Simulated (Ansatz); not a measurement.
B(CO)H3 (CH₃BO). Charge 0, multiplicity 1. Geometry PBE-D4/def2-TZVP, basis def2-TZVP, Ansatz.

Cartesian coordinates in Å:
```
B 0.493 0.190 -0.066
C -0.905 -0.337 0.115
O -1.962 -0.748 0.257
H 1.014 0.074 1.028
H 0.368 1.346 -0.421
H 0.991 -0.526 -0.914
```

| run | HOMO (eV) | LUMO (eV) |
| --- | --- | --- |
| A | -9.39 | -1.83 |
| B | -11.98 | 0.80 |
| C | -9.81 | -1.39 |
| D | -12.33 | 0.85 |
| E | -10.99 | -0.38 |
| F | -9.18 | -1.91 |

LC-ωPBE has ω = 0.4 bohr⁻¹. B3LYP takes the VWN-RPA correlation. HSE06 is defined as in plane-wave codes, on full-range PBE exchange.

Q: The runs used B3LYP, CAM-B3LYP, HSE06, LC-ωPBE, r2SCAN0, ωB97X-V. Estimate which is which.

A: A B3LYP (20 % exact exchange); B ωB97X-V (range-separated); C r2SCAN0 (25 % exact exchange); D LC-ωPBE (range-separated); E CAM-B3LYP (range-separated); F HSE06 (range-separated). Exact exchange lowers occupied and raises empty levels; among semilocal functionals meta-GGAs tend to open the gap a little, and such runs are hard to tell apart. The gap grows from 7.28 eV (HSE06) to 13.19 eV (LC-ωPBE).
